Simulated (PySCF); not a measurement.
C3H4OS.
SMILES: `CSC=C=O`

Computed, not measured: EOM-IP-CCSD/aug-cc-pVDZ in PySCF, restricted Hartree–Fock reference, 9 core orbitals frozen, non-relativistic, gas phase, PBE0-D3(BJ)/def2-SVP geometry.

Hartree–Fock orbital energies give these Koopmans values (eV): HOMO 9.64, HOMO-1 10.01, HOMO-2 12.95, HOMO-3 14.70, HOMO-4 16.01, HOMO-5 16.11, HOMO-6 17.20, HOMO-7 17.81.

What vertical ionisation energies does EOM-IP-CCSD give?

```json
{"leading hole (HF orbital)": "HOMO", "Koopmans (eV)": "9.64", "EOM-IP-CCSD (eV)": "8.98", "change (eV)": "-0.66", "one-hole share": "0.96"}
{"leading hole (HF orbital)": "HOMO-1", "Koopmans (eV)": "10.01", "EOM-IP-CCSD (eV)": "9.29", "change (eV)": "-0.72", "one-hole share": "0.95"}
{"leading hole (HF orbital)": "HOMO-2", "Koopmans (eV)": "12.95", "EOM-IP-CCSD (eV)": "11.99", "change (eV)": "-0.96", "one-hole share": "0.95"}
{"leading hole (HF orbital)": "HOMO-3", "Koopmans (eV)": "14.70", "EOM-IP-CCSD (eV)": "13.63", "change (eV)": "-1.07", "one-hole share": "0.94"}
{"leading hole (HF orbital)": "HOMO-4", "Koopmans (eV)": "16.01", "EOM-IP-CCSD (eV)": "14.79", "change (eV)": "-1.22", "one-hole share": "0.94"}
{"leading hole (HF orbital)": "HOMO-5", "Koopmans (eV)": "16.11", "EOM-IP-CCSD (eV)": "14.87", "change (eV)": "-1.24", "one-hole share": "0.94"}
{"leading hole (HF orbital)": "HOMO-7", "Koopmans (eV)": "17.81", "EOM-IP-CCSD (eV)": "15.54", "change (eV)": "-2.27", "one-hole share": "0.88"}
{"leading hole (HF orbital)": "HOMO-6", "Koopmans (eV)": "17.20", "EOM-IP-CCSD (eV)": "15.78", "change (eV)": "-1.42", "one-hole share": "0.92"}
```

Does the order of the lines follow the orbital energies?

No: the HOMO-7 hole (15.54 eV) falls below the HOMO-6 hole (15.78 eV). The corrections run from -2.27 to -0.66 eV, with a mean of -1.20 eV over the 8 lines; no line lies above its Koopmans value. Koopmans values leave out both the relaxation of the orbitals and the change in correlation energy.

At what kinetic energies would He II light (40.81 eV) eject these electrons?

31.83 eV (HOMO), 31.52 eV (HOMO-1), 28.82 eV (HOMO-2), 27.18 eV (HOMO-3), 26.02 eV (HOMO-4), 25.94 eV (HOMO-5), 25.27 eV (HOMO-7), 25.03 eV (HOMO-6).

Lines less than 0.15 eV apart could change places at a higher level. One root was sought for each valence orbital with −ε under 21 eV, eight at most, so deeper holes and satellites are missing; no vibrational structure.

Conformer computed: `[CH3:1][S:2][CH:3]=[C:4]=[O:5]`: C1–S2–C3–C4 98°.

One conformer stands for the species.
